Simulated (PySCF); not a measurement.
**Isomers of C4H8O2: computed energies against enthalpies of formation**

**Experimental background.**

CRC Handbook of Chemistry and Physics lists, for the gas at 298.15 K: enthalpy of formation of `CCCC(=O)O` (butyric acid) -475.9 kJ/mol; enthalpy of formation of `C1COCOC1` (1,3-dioxane) -340.6 kJ/mol; enthalpy of formation of `C1COCCO1` (1,4-dioxane) -315.3 kJ/mol.

The results are set against them at the end.

Differences of these values give the isomerisation enthalpies. Geometries: PBE0-D3(BJ)/def2-SVP; runs in PySCF, gas phase, with a dispersion term only where the level names one. Total electronic energies (Eh):

```tsv
SMILES	PBE0-D3(BJ)/def2-SVP	PBE0/pcSseg-1	CAM-B3LYP/def2-SVPD	LC-wPBE/def2-SVPD	PBE0/6-31G*	PBE0/def2-SVP
CCCC(=O)O	-307.15060	-307.33546	-307.37104	-307.33282	-307.35637	-307.14228
C1COCOC1	-307.10379	-307.28645	-307.32516	-307.28855	-307.31534	-307.09481
C1COCCO1	-307.09422	-307.27682	-307.31733	-307.28002	-307.30607	-307.08522
```

Zero-point and thermal terms are left out, so the computed numbers are electronic energies.

**Comparison with experiment**

Relative to `CCCC(=O)O`, the lowest by measurement, in kJ/mol (measured: enthalpies at 298.15 K; computed: electronic energies):

```
   SMILES  measured  PBE0-D3(BJ)/def2-SVP  PBE0/pcSseg-1  CAM-B3LYP/def2-SVPD  LC-wPBE/def2-SVPD  PBE0/6-31G*  PBE0/def2-SVP
CCCC(=O)O       0.0                   0.0            0.0                  0.0                0.0          0.0            0.0
 C1COCOC1     135.3                 122.9          128.7                120.5              116.2        107.7          124.6
 C1COCCO1     160.6                 148.0          154.0                141.0              138.6        132.1          149.8
```

Measured values: -475.9 kJ/mol (298.15 K; CRC Handbook of Chemistry and Physics) for the first row; the others come from the same table. Mean unsigned miss over the other isomers: PBE0/pcSseg-1 6.6, PBE0/def2-SVP 10.8, PBE0-D3(BJ)/def2-SVP 12.5, CAM-B3LYP/def2-SVPD 17.2, LC-wPBE/def2-SVPD 20.6, PBE0/6-31G* 28.1 kJ/mol. One conformer stands for `CCCC(=O)O`, not necessarily the lowest, while the measurement averages over conformers. Where a level misses, the cause wasn't examined.

The values belong to the conformer `[CH3:1][CH2:2][CH2:3][C:4](=[O:5])[OH:6]`: C1–C2–C3–C4 -177°, C2–C3–C4–O5 6°, H–O6–C4–C3 -179°.
